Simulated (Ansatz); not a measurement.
**One shape, several levels: AlH3O (AlH2(OH))**

Aim: a comparison of 6 runs (BLYP/STO-3G, UPBE0/STO-3G, r2SCAN/STO-3G, r2SCAN0/STO-3G, CCSDT/STO-3G, UCCSD(T)/STO-3G) of AlH3O (AlH2(OH)). 

The results are computed with Ansatz 0.2.0.

56 further runs of the same task are left out: 56 set aside as unsound or not needed.

## Step 1: The molecule

AlH3O: 5 atoms, total charge 0, spin state singlet. As SMILES, `[H][Al]([H])[OH]`. The H2–Al1 distance was set to 3.063 Å, away from the relaxed value. At this shape a bond of the SMILES string is far longer than usual.

Bond lengths: Al1–O4 1.636 Å, Al1–H3 1.531 Å, O4–H5 0.949 Å. Angles: Al1–O4–H5 179.6°, H3–Al1–O4 120.0°.

## Step 2: The energy at BLYP/STO-3G (run 1)

The input, input.yaml:

```yaml
crystal:
  periodic: [false, false, false]
  atoms:
    - {symbol: Al, position_ang: [-1.255451, 0.485010, 0.002841]}
    - {symbol: H, position_ang: [1.798980, 0.417230, -0.221380]}
    - {symbol: H, position_ang: [-2.008241, 1.802900, -0.199699]}
    - {symbol: O, position_ang: [-2.082671, -0.886140, 0.338771]}
    - {symbol: H, position_ang: [-2.561501, -1.683440, 0.527911]}
basis:
  gaussian:
    orbitals: STO-3G
magnetization:
  spin_polarized: false
  initial_magnetization: 0
hamiltonian:
  xc: {name: BLYP}
accuracy: high
```

Run with:

```sh
$ ansatz run input.yaml --threads 1 --pin off --max-ram 2610MiB --events-out events.jsonl --progress --plain --runs-dir runs
```

The program printed:

```text
Warning: RAYON_NUM_THREADS=1 ignored (pool sized by the plan → 1); use --threads N
Functional definition: BLYP
  name "BLYP"
  parameter beta = 0.0042
  parameter a = 0.04918
  parameter b = 0.132
  parameter c = 0.2533
  parameter d = 0.349
  exchange = b88_x(beta = beta)
  correlation = lyp_c(a = a, b = b, c = c, d = d)
285 factors; integrals over basis functions are off by at most 1.7e-8 eV
mean field evaluation 1: about -8568.5833 eV, gradient 3.3e1 eV
mean field evaluation 2: about -8532.8520 eV, gradient 9.9e1 eV
mean field evaluation 4: about -8571.1246 eV, gradient 1.7e1 eV
mean field evaluation 8: about -8575.0495 eV, gradient 1.4e1 eV
mean field evaluation 16: about -8577.1496 eV, gradient 2.0e-8 eV
mean field -8577.14962365 eV, -315.2044348682 hartree, gradient 1.2e-8 eV, S^2 0.000000; 0 other end points of the search recorded, 0 dependent functions left out
reference -8577.14966496 eV, -315.2044363866 hartree; 12, 12 occupied and 5, 5 virtual orbitals, 285 factors
Total energy: -8577.14966496 eV, -315.2044363866 hartree
```

Run time: 1.8 s. Hardware: 1 thread of Intel Xeon Platinum 8259CL at 2.50GHz (Skylake/Cascade Lake), shared host; peak memory 0.11 GiB.

## Step 3: The energy at UPBE0/STO-3G (run 2)

Edit input.yaml of step 2 so:

```diff
@@ -12,6 +12,5 @@
 magnetization:
-  spin_polarized: false
-  initial_magnetization: 0
+  spin_polarized: true
+accuracy: high
 hamiltonian:
-  xc: {name: BLYP}
-accuracy: high
+  xc: {name: PBE0}
```

Run with:

```sh
$ ansatz run input.yaml --threads 1 --pin off --max-ram 2610MiB --events-out events.jsonl --progress --plain --runs-dir runs
```

The program printed:

```text
Warning: RAYON_NUM_THREADS=1 ignored (pool sized by the plan → 1); use --threads N
Functional definition: PBE0
  name "PBE0"
  parameter a = 0.25
  parameter kappa = 0.804
  parameter beta = 0.06672455060314922
  exchange = (1 - a)*pbe_x(kappa = kappa, mu = beta*pi^2/3) + a*exact_x
  correlation = pbe_c(beta = beta)
285 factors; integrals over basis functions are off by at most 1.7e-8 eV
mean field evaluation 1: about -8565.8896 eV, gradient 2.0e1 eV
mean field evaluation 2: about -8551.1364 eV, gradient 3.8e1 eV
mean field evaluation 4: about -8571.5564 eV, gradient 8.2e0 eV
mean field evaluation 8: about -8572.7553 eV, gradient 1.1e0 eV
mean field evaluation 16: about -8572.7486 eV, gradient 6.9e-5 eV
mean field evaluation 32: about -8573.5931 eV, gradient 1.2e-8 eV
mean field -8573.59309172 eV, -315.0737347305 hartree, gradient 1.2e-8 eV, S^2 0.820754; 3 other end points of the search recorded, 0 dependent functions left out
reference -8573.59309337 eV, -315.0737347911 hartree; 12, 12 occupied and 5, 5 virtual orbitals, 285 factors
Total energy: -8573.59309337 eV, -315.0737347911 hartree
```

It took 5.4 s on 1 thread of Intel Xeon Platinum 8259CL at 2.50GHz (Skylake/Cascade Lake), shared host; peak memory 0.14 GiB.

Run 3 isn't shown in full; the table further down has it.

## Step 4: A single-point energy at r2SCAN0/STO-3G (run 4)

Edit input.yaml of step 3 so:

```diff
@@ -1 +1,4 @@
+basis:
+  gaussian:
+    orbitals: STO-3G
 crystal:
@@ -8,9 +11,4 @@
     - {symbol: H, position_ang: [-2.561501, -1.683440, 0.527911]}
-basis:
-  gaussian:
-    orbitals: STO-3G
-magnetization:
-  spin_polarized: true
+hamiltonian:
+  xc: {name: r2SCAN0}
 accuracy: high
-hamiltonian:
-  xc: {name: PBE0}
```

Run with:

```sh
$ ansatz run input.yaml --threads 1 --pin off --max-ram 2610MiB --events-out events.jsonl --progress --plain --runs-dir runs
```

The program printed:

```text
Warning: RAYON_NUM_THREADS=1 ignored (pool sized by the plan → 1); use --threads N
Functional definition: r2SCAN0
  name "r2SCAN0"
[... 1 set-up line as earlier in the session ...]
  parameter k0 = 0.174
  parameter k1 = 0.065
  parameter a1 = 4.9479
  exchange = (1 - a)*r2scan_x(k0 = k0, k1 = k1, a1 = a1) + a*exact_x
  correlation = r2scan_c
285 factors; integrals over basis functions are off by at most 1.7e-8 eV
mean field evaluation 1: about -8569.5944 eV, gradient 2.8e1 eV
mean field evaluation 2: about -8556.9669 eV, gradient 4.6e1 eV
mean field evaluation 4: about -8575.1764 eV, gradient 1.0e1 eV
mean field evaluation 8: about -8576.0802 eV, gradient 8.6e-2 eV
mean field evaluation 16: about -8576.0549 eV, gradient 2.8e-5 eV
mean field -8576.05493631 eV, -315.1642058506 hartree, gradient 3.6e-9 eV, S^2 0.000000; 0 other end points of the search recorded, 0 dependent functions left out
reference -8576.05493669 eV, -315.1642058644 hartree; 12, 12 occupied and 5, 5 virtual orbitals, 285 factors
Total energy: -8576.05493669 eV, -315.1642058644 hartree
```

Run time: 2.5 s. Hardware: 1 thread of Intel Xeon Platinum 8259CL at 2.50GHz (Skylake/Cascade Lake), shared host; peak memory 0.15 GiB.

Run 5 isn't shown in full; the table further down has it.

## Step 5: A single-point energy at UCCSD(T)/STO-3G (run 6)

The input, molecule.yaml:

```yaml
basis:
  gaussian:
    orbitals: STO-3G
crystal:
  periodic: [false, false, false]
  atoms:
    - {symbol: Al, position_ang: [-1.255451, 0.485010, 0.002841]}
    - {symbol: H, position_ang: [1.798980, 0.417230, -0.221380]}
    - {symbol: H, position_ang: [-2.008241, 1.802900, -0.199699]}
    - {symbol: O, position_ang: [-2.082671, -0.886140, 0.338771]}
    - {symbol: H, position_ang: [-2.561501, -1.683440, 0.527911]}
magnetization:
  spin_polarized: true
correlation:
  method: ccsd_t
  frozen_orbitals: {Al: 5, H: 0, O: 1}
accuracy: high
scf:
  omitted_lower_state_checks: [cluster_reference, increment]
```

Run with:

```sh
$ ansatz run molecule.yaml --threads 1 --pin off --max-ram 2610MiB --events-out events.jsonl --progress --plain --runs-dir runs
```

The program printed:

```text
Warning: RAYON_NUM_THREADS=1 ignored (pool sized by the plan → 1); use --threads N
[... 14 lines left out ...]
6 core orbitals not correlated: weight in the atoms' cores, before any rotation towards them, 1.000 or more for the frozen orbitals, at most 0.000 for the correlated occupied ones
[... 37 lines left out ...]
Total energy: -8557.58324665 eV, -314.4853837760 hartree
Checks for a lower state left out: cluster_reference, increment
```

It took 0.75 s on 1 thread of Intel Xeon Platinum 8259CL at 2.50GHz (Skylake/Cascade Lake), shared host.

## Step 6: All runs side by side

```tsv
run	level	frozen core orbitals	energy (Eh)	wall time
1	BLYP/STO-3G	–	-315.204436	1.8 s
2	UPBE0/STO-3G	–	-315.073735	5.4 s
3	r2SCAN/STO-3G	–	-315.188165	3.6 s
4	r2SCAN0/STO-3G	–	-315.164206	2.5 s
5	CCSDT/STO-3G	6	-314.488839	0.48 s
6	UCCSD(T)/STO-3G	6	-314.485384	0.75 s
```

## Step 7: Outcome

| quantity | value |
| --- | --- |
| run 6: total energy | -314.48538 Eh |
| run 6: correlation energy (6 core orbitals frozen) | -74.1 mEh |
| run 6: (T) correction | -4.10 mEh |
| run 6: ⟨S²⟩ of the reference determinant | 0.967 |
| run 6: T1 diagnostic | 0.029 |

**Reading.** Totals of different functionals can't be ranked against each other. In run 5 the log says that unrestricted orbitals would lower the reference, so the values rest on an unstable closed-shell determinant (other closed-shell runs at this shape may share the fault). In runs 1, 2, 3, 4, 5, 6 the basis is minimal, so the values are rough. Spin contamination of the reference: run 6 ⟨S²⟩ = 0.97, run 2 ⟨S²⟩ = 0.82. Where it is this large, the reference is a mixture of spin states, and values that rest on it are in doubt. All runs together took 15 s, the longest 5.4 s.
